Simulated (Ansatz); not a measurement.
For hcp Cr (model structure), LDA (Ansatz, an electronic-structure program, plane waves, PAW) gives:

* **lattice constant a**: 2.436 Å
* **c axis length**: 4.345 Å

Task: What does HSE06 in Ansatz (plane waves, PAW) give for the same quantities?

Result: 
- lattice constant a: 2.428 Å (decreases by 0.3 %)
- lattice parameter c: 4.511 Å (goes up by 3.8 %)

Changes are worked out from the printed values.

Unless a cell is named, each level is at its own relaxed cell (LDA 11.17, HSE06 11.52 Å³/atom).

The crystal itself was run without spin with LDA, HSE06; a magnetic state was not tried in these runs.

Caveats: exact exchange on metals is sensitive to the k mesh and can open a false gap (HSE06). Ansatz's density-functional and Hartree–Fock values are scalar-relativistic unless marked +SOC, with PAW data made under PBE.

A model structure was made by putting elements into a prototype or built by hand; it is no filed structure, need not be a known phase, and can be a saddle point held by its symmetry.
